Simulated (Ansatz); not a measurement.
**NaMg2Cl5: short dynamics, then relaxation**

A packing of 24 atoms, thrown in at random and pushed apart as soft spheres with like charges further apart (15 Cl, 6 Mg, 3 Na) went through Langevin stages in a fixed cell of 24.96 Å³/atom, at one k point, without spin and with a Fermi–Dirac width of kT (0.05 eV at least). These are results of DFT PBE, scalar-relativistic, plane waves, PAW (Ansatz 0.2.0), not measurements.

```tsv
thermostat (K)	duration (fs)	friction (1/fs)	cutoff (eV)	mean T (K)	mean P (GPa)	mean square displacement (Å²)
1600	72	0.030	320	1928	4.1	0.29
1600	522	0.030	420	1554	4.7	2.06
1150	552	0.030	420	1078	3.7	0.68
640	591	0.030	420	583	1.4	0.73
300	729	0.030	420	300	0.5	0.38
```

Means run over the second half of a stage; pressure includes the kinetic part; displacements count from the stage's start, the atoms' common shift taken off. In so short a run the atoms moved about a bond length or less in the hot stages, so this is an annealed packing, not a quenched equilibrium liquid.

Cell and atoms were then relaxed on coarser meshes and computed once more: Cutoff 420 eV; k points 2×3×3 on the computed 24-atom cell (Γ-centred); Gaussian smearing, width 0.02 eV; no spin polarisation.

Task: What structure is left?

Result: One draw of many: 26.37 Å³/atom with a gap on the mesh of 4.29 eV, 1.78 eV/atom below the elements' standard states (static lattices, no corrections for gases) (a random packing after short dynamics, relaxed).

Counting as bonded all pairs within 1.2 times the summed covalent radii, but none from a metal cation to another cation:

```
atom → neighbour mean count mean length (Å) spread (Å)
         Cl → Mg        2.07             2.50        0.08
         Cl → Na        0.93             2.84        0.11
         Mg → Cl        5.17             2.50        0.08
         Na → Cl        4.67             2.84        0.11
```

Angles between all pairs of such bonds at an atom (mean ± spread): 110 ± 19° at Cl, 106 ± 28° at Mg, 106 ± 29° at Na.

```
CELL_PARAMETERS angstrom
9.68855 -0.27248 0.31786
-0.28258 7.99784 -0.36857
0.35979 -0.37585 8.20416
ATOMIC_POSITIONS crystal
Na 0.47392 0.40325 0.84970
Na 0.93157 0.39188 0.63027
Na 0.12252 0.06915 0.90628
Cl 0.97121 0.02583 0.61838
Cl 0.11940 0.61768 0.47017
Cl 0.72463 0.90140 0.35628
Cl 0.38708 0.91761 0.39159
Cl 0.70935 0.84299 0.94890
Cl 0.38645 0.58580 0.12395
Cl 0.36785 0.35227 0.53634
Cl 0.04138 0.81710 0.13293
Cl 0.80317 0.30890 0.34160
Cl 0.33586 0.84968 0.81756
Cl 0.50584 0.17414 0.11763
Cl 0.60980 0.62908 0.61071
Cl 0.13855 0.22974 0.22634
Cl 0.08392 0.41995 0.89433
Cl 0.63114 0.16959 0.69333
Mg 0.72811 0.90015 0.66361
Mg 0.56361 0.17408 0.40527
Mg 0.47242 0.87285 0.06848
Mg 0.36390 0.66515 0.54645
Mg 0.94639 0.05006 0.31935
Mg 0.12951 0.53565 0.16979
```

An odd mesh misses points on the zone edge, so a gap read on it can be too wide.

Cost: 6 runs of about 49 core-minutes in all (earlier runs that led there not counted), on Arm Neoverse V1 (shared hosts).